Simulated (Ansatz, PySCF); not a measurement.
Potential energy curve for SMILES C=O (CH2O). The C1–O4 bond (C1 also carries H, H; O4 carries nothing else) is pulled apart rigidly from the PBE0/def2-TZVP optimised geometry. Each curve is given relative to its own lowest point near equilibrium.

```json
[
 {"R / Å": "0.97", "A": "91.9", "B": "95.5", "C": "91.9", "D": "95.5"},
 {"R / Å": "1.01", "A": "56.8", "B": "59.7", "C": "56.8", "D": "59.8"},
 {"R / Å": "1.09", "A": "15.8", "B": "17.5", "C": "15.8", "D": "17.5"},
 {"R / Å": "1.14", "A": "4.3", "B": "5.2", "C": "4.3", "D": "5.2"},
 {"R / Å": "1.16", "A": "1.9", "B": "2.4", "C": "1.9", "D": "2.5"},
 {"R / Å": "1.20", "A": "0.0", "B": "0.0", "C": "0.0", "D": "0.0"},
 {"R / Å": "1.23", "A": "0.7", "B": "0.3", "C": "0.7", "D": "0.3"},
 {"R / Å": "1.25", "A": "2.1", "B": "1.6", "C": "2.1", "D": "6.8"},
 {"R / Å": "1.31", "A": "9.1", "B": "8.6", "C": "9.1", "D": "25.2"},
 {"R / Å": "1.38", "A": "21.5", "B": "20.8", "C": "21.5", "D": "44.6"},
 {"R / Å": "1.50", "A": "47.9", "B": "46.7", "C": "47.9", "D": "73.9"},
 {"R / Å": "1.60", "A": "71.4", "B": "69.8", "C": "70.8", "D": "96.1"},
 {"R / Å": "1.79", "A": "114.0", "B": "109.6", "C": "107.7", "D": "138.7"},
 {"R / Å": "1.97", "A": "148.7", "B": "138.1", "C": "134.6", "D": "165.4"},
 {"R / Å": "2.17", "A": "179.6", "B": "159.2", "C": "154.7", "D": "178.5"},
 {"R / Å": "2.43", "A": "208.3", "B": "172.6", "C": "186.0", "D": "185.1"},
 {"R / Å": "2.61", "A": "221.3", "B": "176.3", "C": "191.1", "D": "186.9"},
 {"R / Å": "2.91", "A": "234.4", "B": "178.7", "C": "196.1", "D": "188.4"},
 {"R / Å": "3.26", "A": "242.8", "B": "179.6", "C": "199.1", "D": "189.0"},
 {"R / Å": "3.57", "A": "247.1", "B": "179.9", "C": "200.5", "D": "189.3"},
 {"R / Å": "4.21", "A": "251.7", "B": "180.1", "C": "201.6", "D": "189.5"}
]
```

Energies in kcal/mol.

Match the curves with the methods restricted B3LYP/6-311+G**, spherical d (PySCF); CCSD(T) on UHF/cc-pVTZ, frozen core (Ansatz, a first-principles code); unrestricted B3LYP/6-311+G**, spherical d (PySCF 2.14.0); Ansatz with MP2 on UHF/cc-pVTZ, frozen core.

A is RKS-B3LYP/6-311+G**; B is UCCSD(T); C is UKS-B3LYP/6-311+G**; D is UMP2.

The unrestricted determinant behind UKS-B3LYP/6-311+G** is spin-contaminated at 1.60 to 4.21 Å (<S²> up to 1.7, against 0.00 for a pure singlet). The unrestricted determinant behind UMP2, UCCSD(T) is spin-contaminated at 1.25 to 4.21 Å (<S²> up to 2.0, against 0.00 for a pure singlet). The restricted form behind RKS-B3LYP/6-311+G** keeps the bonding electrons paired and can't separate into open-shell fragments.
